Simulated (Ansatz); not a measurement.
Relaxation of CHClF$_{2}$ (5 atoms, charge 0, multiplicity 1), to a largest force component of 0.02 eV/Å in at most 40 steps.

Theory: RKS BHLYP/def2-SVP in Ansatz.

```xyz
5
Properties=species:S:1:pos:R:3
F 0.066 -0.598 1.256
C 0.076 0.040 0.027
F 0.815 -0.746 -0.775
Cl -1.460 0.213 -0.660
H 0.552 1.017 0.111
```

Problem. Where does it end, and by what steps?

Solution. It converged. After 4 steps the energy has fallen by 0.156 eV; F1 moved furthest, 0.06 Å.

| step | energy less start (eV) | largest force component (eV/Å) | accepted |
| --- | --- | --- | --- |
| 0 | 0.0000 | 1.961 | yes |
| 1 | -0.1129 | 1.219 | yes |
| 2 | -0.1553 | 0.141 | yes |
| 3 | -0.1561 | 0.047 | yes |
| 4 | -0.1562 | 0.005 | yes |

```xyz
5
Properties=species:S:1:pos:R:3
F 0.040 -0.565 1.212
C 0.111 0.020 0.029
F 0.839 -0.741 -0.769
Cl -1.508 0.208 -0.640
H 0.569 1.004 0.126
```

Run time: 11 s on 1 thread of Arm Neoverse V1, on a shared host, peak memory 0.13 GiB.
